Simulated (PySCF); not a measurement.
chloromethane cation (CH3Cl), SMILES CCl (connectivity only; charge and spin as stated), charge +1, multiplicity 2.

Geometry: PBE-D3(BJ)/def2-TZVP. A frequency run showed that this geometry is not a minimum. The multiplicity is an assumed one; other spin states were not compared.

Calculation: PySCF 2.14.0 with TDA-PBE/def2-TZVPD.

Vertical excitations. 

Computed excitation energies, oscillator strengths and character:
```json
[
 {"state": "root 1", "energy (eV)": "0.41", "λ (nm)": "3012", "f": "0.000", "main pairs": "β HOMO→LUMO 100 %"},
 {"state": "root 2", "energy (eV)": "3.73", "λ (nm)": "332", "f": "0.001", "main pairs": "β HOMO−2→LUMO 97 %"},
 {"state": "root 3", "energy (eV)": "3.94", "λ (nm)": "315", "f": "0.002", "main pairs": "β HOMO−3→LUMO 100 %"},
 {"state": "root 4", "energy (eV)": "4.44", "λ (nm)": "279", "f": "0.094", "main pairs": "β HOMO−1→LUMO 92 %"},
 {"state": "root 5", "energy (eV)": "7.26", "λ (nm)": "171", "f": "0.000", "main pairs": "α HOMO→LUMO 49 %, β HOMO→LUMO+1 50 %"},
 {"state": "root 6", "energy (eV)": "8.16", "λ (nm)": "152", "f": "0.000", "main pairs": "α HOMO→LUMO 50 %, β HOMO→LUMO+1 48 %"},
 {"state": "root 7", "energy (eV)": "8.35", "λ (nm)": "148", "f": "0.001", "main pairs": "α HOMO−1→LUMO 97 %"},
 {"state": "root 8", "energy (eV)": "9.61", "λ (nm)": "129", "f": "0.000", "main pairs": "α HOMO→LUMO+1 23 %, β HOMO→LUMO+2 76 %"},
 {"state": "root 9", "energy (eV)": "9.62", "λ (nm)": "129", "f": "0.020", "main pairs": "β HOMO−4→LUMO 92 %"},
 {"state": "root 10", "energy (eV)": "9.82", "λ (nm)": "126", "f": "0.004", "main pairs": "α HOMO→LUMO+1 76 %, β HOMO→LUMO+2 23 %"}
]
```
Unrestricted roots are not spin-pure.
